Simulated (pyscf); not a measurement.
One elimination on the singlet surface with elements of a group swapped. CCSD(T)/def2-TZVPP + ΔMP2(QZVPP), eV, from the reactant's lowest minimum found. Structures and frequencies: ωB97X-D3(BJ)/def2-SVP in PySCF. MP2 and CC: frozen core, UHF for open shells. ΔMP2 is the change of the MP2 total energy from the triple- to the quadruple-zeta basis.

| step | barrier | reaction energy | imaginary mode (i cm⁻¹) |
|---|---|---|---|
| `[OH][SiH2][AsH2]` -> `[SiH2]=[AsH]` + `[OH2]` | 1.98 | +2.06 | 1148 |
| `[OH][SiH2][PH2]` → `[SiH2]=[PH]` + `[OH2]` | ___ | ___ | 1058 |

### Question
What belongs in the gaps?

### Answer

- `[OH][SiH2][PH2]` → `[SiH2]=[PH]` + `[OH2]`, barrier: 2.18
- `[OH][SiH2][PH2]` → `[SiH2]=[PH]` + `[OH2]`, reaction energy: +2.29

Row 1: On the product side the descent ends in an adduct with a O–Si contact, 0.45 eV under the separated species and 0.17 eV under the saddle at ωB97X-D3(BJ)/def2-TZVP. Row 2: On the product side the descent ends in an adduct with a O–Si contact, 0.47 eV under the separated species and 0.16 eV under the saddle at ωB97X-D3(BJ)/def2-TZVP. Each row is the saddle that its search found. The CCSD(T) − MP2 part came from Ansatz, without density fitting, on the same reference. The frozen core leaves the outer d or s,p core shells of the metals and heavy elements correlated in the MP2 and CC values, and def2-TZVPP describes them poorly, which can shift differences by a few kcal/mol. Elements up to Kr have no core potential and no relativistic terms here.
